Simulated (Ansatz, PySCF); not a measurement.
Reaction: CH4O (methanol, SMILES CO) → CH4O+ (parent SMILES OC, doublet) + e-
Each species at its own B3LYP-D3(BJ)/def2-TZVP minimum (Ansatz, a quantum-chemistry and plane-wave program).

Total energies in hartree (Ansatz). Open shells are spin-unrestricted; no spin-orbit coupling. Correlated methods leave the cores frozen. No relativity.

| species | HF/cc-pVTZ | CCSD(T)/cc-pVTZ | HF/cc-pVQZ | CCSD(T)/cc-pVQZ | CCSD(T)/cc-pVDZ | CCSDT(Q)/cc-pVDZ |
|---|---|---|---|---|---|---|
| 1: CH4O (SMILES CO) | -115.08908 | -115.55073 | -115.09858 | -115.58888 | -115.42014 | -115.42130 |
| 2: CH4O+ (parent SMILES OC, doublet) | -114.73008 | -115.15412 | -114.73841 | -115.18767 | -115.03792 | -115.03940 |

**Question.** Work out the adiabatic ionisation energy (0 K, zero-point energies from PySCF's Hessians at B3LYP-D3(BJ)/def2-TZVP) in eV: take Hartree-Fock from cc-pVQZ, extrapolate the CCSD(T) correlation energy as X^-3 (X = 3, 4), and add CCSDT(Q) - CCSD(T) in cc-pVDZ. The further terms named in the bracket sum to -0.00414 hartree. 1 hartree = 27.211 eV.

**Answer.** 
Species 1: correlation (64·(-0.49030) - 27·(-0.46165))/37 = -0.51121; step -0.00116; E1 = -115.09858 + (-0.51121) + (-0.00116) = -115.61095
Species 2: correlation (64·(-0.44926) - 27·(-0.42404))/37 = -0.46766; step -0.00148; E2 = -114.73841 + (-0.46766) + (-0.00148) = -115.20755
-1·E1 +1·E2 -0.00414 = 0.39926 hartree = 10.86 eV. Measured: 10.84 eV (CCCBDB table in ASE). The composite differs from it by +0.02 eV; core, relativistic and spin-orbit terms are not in it.
